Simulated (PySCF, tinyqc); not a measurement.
Worked calculation: RHF in the sto-3g basis, for H2O, spin multiplicity 1. The lowest restricted solution is unstable here: a spin-polarised one lies 0.0062 hartree lower (PySCF). One step of it, computed by the program tinyqc.

Problem. Iteration 2: diagonalisation and new density. Diagonalise F' = X^T F X, C = X C', fill 5 alpha and 5 beta electrons from the bottom; D = 2 C_occ C_occ^T. Each column has its largest component positive (the first on a tie).

extrapolated F (hartree), order 1O 1s, 1O 2s, 1O 2px, 1O 2py, 1O 2pz, 2H 1s, 3H 1s:
$$\begin{pmatrix}
-20.242476 & -5.163495 & 0.000000 & 0.000000 & -0.025342 & -0.528753 & -0.528753 \\
-5.163495 & -2.341081 & 0.000000 & 0.000000 & -0.018822 & -0.566672 & -0.566672 \\
0.000000 & 0.000000 & -0.366964 & 0.000000 & 0.000000 & 0.000000 & 0.000000 \\
0.000000 & 0.000000 & 0.000000 & -0.158204 & 0.000000 & -0.306450 & 0.306450 \\
-0.025342 & -0.018822 & 0.000000 & 0.000000 & -0.201623 & -0.225060 & -0.225060 \\
-0.528753 & -0.566672 & 0.000000 & -0.306450 & -0.225060 & -0.272554 & -0.114195 \\
-0.528753 & -0.566672 & 0.000000 & 0.306450 & -0.225060 & -0.114195 & -0.272554
\end{pmatrix}$$

X, order 1O 1s, 1O 2s, 1O 2px, 1O 2py, 1O 2pz, 2H 1s, 3H 1s:
$$\begin{pmatrix}
-0.433019 & 0.000000 & 0.680960 & 0.000000 & -0.589642 & 0.000000 & 0.254907 \\
0.930427 & 0.000000 & -0.238718 & 0.000000 & -0.265828 & 0.000000 & 0.505058 \\
0.000000 & 0.000000 & 0.000000 & 1.000000 & 0.000000 & 0.000000 & 0.000000 \\
0.000000 & 0.824192 & 0.000000 & 0.000000 & 0.000000 & 0.665312 & 0.000000 \\
0.350512 & 0.000000 & 0.685079 & 0.000000 & 0.642652 & 0.000000 & 0.196662 \\
-0.562063 & -0.664460 & -0.246280 & 0.000000 & 0.207494 & 0.412624 & 0.381160 \\
-0.562063 & 0.664460 & -0.246280 & 0.000000 & 0.207494 & -0.412624 & 0.381160
\end{pmatrix}$$

Give: F' = X^T F X; orbital energies; coefficients C; D after iteration 2.

Solution.

F' = X^T F X (hartree):
$$\begin{pmatrix}
-1.087 & 0.000 & 3.131 & 0.000 & -2.817 & 0.000 & 1.419 \\
0.000 & 0.424 & 0.000 & 0.000 & 0.000 & 0.063 & 0.000 \\
3.131 & 0.000 & -7.627 & 0.000 & 7.830 & 0.000 & -4.721 \\
0.000 & 0.000 & 0.000 & -0.367 & 0.000 & 0.000 & 0.000 \\
-2.817 & 0.000 & 7.830 & 0.000 & -8.649 & 0.000 & 5.201 \\
0.000 & 0.063 & 0.000 & 0.000 & 0.000 & -0.460 & 0.000 \\
1.419 & 0.000 & -4.721 & 0.000 & 5.201 & 0.000 & -4.078
\end{pmatrix}$$

orbital energies (hartree): MO1 -20.251, MO2 -1.124, MO3 -0.465, MO4 -0.367, MO5 -0.360, MO6 0.294, MO7 0.428

coefficients C, order 1O 1s, 1O 2s, 1O 2px, 1O 2py, 1O 2pz, 2H 1s, 3H 1s:
$$\begin{pmatrix}
0.995 & -0.245 & 0.000 & 0.000 & 0.074 & -0.095 & 0.000 \\
0.022 & 0.929 & 0.000 & 0.000 & -0.366 & 0.501 & 0.000 \\
0.000 & 0.000 & 0.000 & 1.000 & 0.000 & 0.000 & 0.000 \\
0.000 & 0.000 & 0.606 & 0.000 & 0.000 & 0.000 & 0.869 \\
0.002 & 0.033 & 0.000 & 0.000 & 0.763 & 0.678 & 0.000 \\
-0.003 & 0.138 & 0.458 & 0.000 & 0.361 & -0.645 & -0.634 \\
-0.003 & 0.138 & -0.458 & 0.000 & 0.361 & -0.645 & 0.634
\end{pmatrix}$$

D after iteration 2, order 1O 1s, 1O 2s, 1O 2px, 1O 2py, 1O 2pz, 2H 1s, 3H 1s:
$$\begin{pmatrix}
2.110 & -0.465 & 0.000 & 0.000 & 0.101 & -0.021 & -0.021 \\
-0.465 & 1.995 & 0.000 & 0.000 & -0.497 & -0.008 & -0.008 \\
0.000 & 0.000 & 2.000 & 0.000 & 0.000 & 0.000 & 0.000 \\
0.000 & 0.000 & 0.000 & 0.734 & 0.000 & 0.555 & -0.555 \\
0.101 & -0.497 & 0.000 & 0.000 & 1.168 & 0.560 & 0.560 \\
-0.021 & -0.008 & 0.000 & 0.555 & 0.560 & 0.718 & -0.122 \\
-0.021 & -0.008 & 0.000 & -0.555 & 0.560 & -0.122 & 0.718
\end{pmatrix}$$
